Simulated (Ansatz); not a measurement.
Input file for Ansatz (a program for electronic structure): R-CCSD(T)/aug-cc-pV(T+d)Z on SiH2 (SMILES [SiH2]), atoms moved off the minimum. Files ending in .json are basis or fitting sets from the Basis Set Exchange.

Ansatz 0.2 input:
```yaml
crystal:
  periodic: [false, false, false]
  atoms:
    - {symbol: Si, position_ang: [0.14812758, 0.06027725, 0.14869655]}
    - {symbol: H, position_ang: [0.00817260, -1.08454974, -0.94138930]}
    - {symbol: H, position_ang: [-0.28492942, 1.21160416, -0.79926811]}
basis:
  gaussian:
    orbitals: aug-cc-pV_T+d_Z.json
magnetization: {spin_polarized: false}
correlation: {method: ccsd_t, electrons: outside_noble_gas}
scf: {lower_state_search: off}
output: {forces: true}
```

Program output:

```
WARN ansatz: RAYON_NUM_THREADS=1 ignored (pool sized by the plan → 1); use --threads N
Functional definition: HF
these checks for a lower state are left out or cut short: starts, cluster_reference, orbital_swaps, neighbouring_geometries, increment
integrals: 0.11 GiB planned
584 factors; integrals over basis functions are off by at most 8.5e-4 eV
mean field: 0.13 GiB planned
mean field evaluation 1: about -7891.7169 eV, gradient 7.8e0 eV
mean field evaluation 2: about -7891.7169 eV, gradient 7.8e0 eV
mean field evaluation 4: about -7892.1143 eV, gradient 5.7e-1 eV
mean field evaluation 8: about -7892.1171 eV, gradient 4.4e-4 eV
mean field -7892.11712016 eV, -290.0299546969 hartree, gradient 1.5e-6 eV, S^2 0.000000; 0 other end points of the search recorded, 0 dependent functions left out; unrestricted orbitals would lower it
5 core orbitals not correlated
reference -7892.11712016 eV, -290.0299546969 hartree; 3, 3 occupied and 93, 93 virtual orbitals, 584 factors
densities: 0.42 GiB planned
second order -3.02650116 eV of doubles, -0.00000000 eV of singles
coupled cluster: 0.30 GiB planned
cycle   1  -3.52549487 eV  change   -5.0e-1 eV  update   6.4e-2
cycle   2  -3.76098811 eV  change   -2.4e-1 eV  update   2.8e-2
cycle   3  -3.77373114 eV  change   -1.3e-2 eV  update   9.0e-3
cycle   4  -3.77474136 eV  change   -1.0e-3 eV  update   3.6e-3
cycle   5  -3.77472145 eV  change    2.0e-5 eV  update   1.3e-3
cycle   6  -3.77472039 eV  change    1.1e-6 eV  update   4.5e-4
cycle   7  -3.77486444 eV  change   -1.4e-4 eV  update   1.6e-4
cycle   8  -3.77489556 eV  change   -3.1e-5 eV  update   5.4e-5
cycle   9  -3.77487523 eV  change    2.0e-5 eV  update   1.8e-5
cycle  10  -3.77487635 eV  change   -1.1e-6 eV  update   6.7e-6
cycle  11  -3.77487778 eV  change   -1.4e-6 eV  update   2.3e-6
perturbative correction -0.10880566 eV, -0.0039985344 hartree
the calculation of the forces begins
Total energy: -7896.00080360 eV, -290.1726774308 hartree
Atom 0 at     0.148128     0.060277     0.148697 Å, force    -0.151643    -0.286122    -0.688070 eV/Å
Atom 1 at     0.008173    -1.084550    -0.941389 Å, force     0.034036     0.751772     0.509665 eV/Å
Atom 2 at    -0.284929     1.211604    -0.799268 Å, force     0.117607    -0.465650     0.178405 eV/Å
Dipole moment:    -0.004504     0.012600    -0.009537 e Å
Checks for a lower state left out: starts, cluster_reference, orbital_swaps, neighbouring_geometries, increment
```

The run converged.

Cost: very roughly 7 core-seconds.
